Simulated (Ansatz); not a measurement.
A calculation on rock-salt PbTe returned lattice constant a 6.467 Å, cohesive energy 3.52 eV/atom.

For reference: lattice constant a 6.438 Å (measured, 120 K, not corrected to a static lattice; as tabulated in Noda, Masumoto, Ohba, Saito, Toriumi, Iwata, Shibuya, Acta Cryst. C 43, 1443 …).

Question: Which level of theory produced these numbers?
(A) r²SCAN+rVV10 (Ansatz, a program for electronic structure)
(B) revPBE (Ansatz)
(C) PBE-D4 (Ansatz)
(D) LDA (Ansatz)

Answer: C, PBE-D4 (Ansatz)

The others give: revPBE 6.630 Å, 2.73 eV/atom; LDA 6.380 Å, 3.88 eV/atom; r²SCAN+rVV10 6.490 Å, 3.29 eV/atom.

Unless a cell is named, each level is at its own relaxed cell (LDA 32.46, PBE-D4 33.81, r²SCAN+rVV10 34.17, revPBE 36.43 Å³/atom).

Ansatz's density-functional and Hartree–Fock values are scalar-relativistic unless marked +SOC, with PAW data made under PBE.
